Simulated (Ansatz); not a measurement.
For fcc Ir, rVV10 (Ansatz, a first-principles code, plane waves, PAW) gives:

```
Quantity                   Value
------------------  ------------
lattice constant a       3.908 Å
bulk modulus B0          324 GPa
cohesive energy     7.46 eV/atom
```

Question: What does r²SCAN-D4 (Ansatz, plane waves, PAW) give for the same quantities?

Answer: 
- lattice constant a: 3.835 Å (decreases by 1.9 %)
- bulk modulus: 386 GPa (goes up by 19 %)
- cohesive energy: 7.42 eV/atom (decreases by 0.04 eV/atom)

For comparison: lattice constant a 3.831 Å (measured, static lattice: zero-point anharmonic expansion removed; as tabulated in Mejia-Rodriguez and Trickey (2018), arXiv:1807.09216); bulk modulus 365 GPa (measured, corrected for temperature and zero-point phonon effects; as tabulated in Levämäki et al. (2014), arXiv:1402.3671).

Changes are worked out from the printed values.

Unless a cell is named, each level is at its own relaxed cell (rVV10 14.92, r²SCAN-D4 14.11 Å³/atom).

Levels without +SOC leave out spin–orbit coupling, which shifts energies and cells of such heavy elements.

Ansatz's density-functional and Hartree–Fock values are scalar-relativistic unless marked +SOC, with PAW data made under PBE.
